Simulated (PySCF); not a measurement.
# MgCl⁺: frontier orbitals

r²SCAN at R = 2.166 Å; PySCF, no relativity, basis sets Mg pcseg-1, Cl pcseg-1. State: ¹Σ⁺ (singlet), closed shell. Only the outer orbitals are listed, counted within each symmetry.

```
orbital  occ.  ε (eV)  on Mg (%)           main shells (%)
     2π     2  -58.92        100                  100 Mg p
     2π     2  -58.92        100                  100 Mg p
     6σ     2  -58.90        100                  100 Mg p
     7σ     2  -25.42          3                   96 Cl s
     8σ     2  -14.36         21          75 Cl p, 17 Mg s
     3π     2  -12.83          4                   96 Cl p
     3π     2  -12.83          4                   96 Cl p
     9σ     0   -9.88         91  76 Mg s, 15 Mg p, 9 Cl p
     4π     0   -5.86         95                   95 Mg p
     4π     0   -5.86         95                   95 Mg p
```

Which are the highest filled and the lowest empty level, where do they sit, and how wide is the gap?

Highest filled 3π at -12.83 eV (in %: 96 Cl p); lowest empty 9σ at -9.88 eV (in %: 76 Mg s, 15 Mg p, 9 Cl p); the gap at r²SCAN is 2.95 eV.

```json
{
  "bond order (Mayer)": "1.06",
  "⟨S²⟩": "0.000",
  "charge on Mg (Mulliken, basis-dependent)": "1.35",
  "charge on Mg (Löwdin, basis-dependent)": "1.31",
  "dipole moment (positive dipole points towards Cl; it is taken about the centre of mass and depends on that origin)": "-10.92 D"
}
```
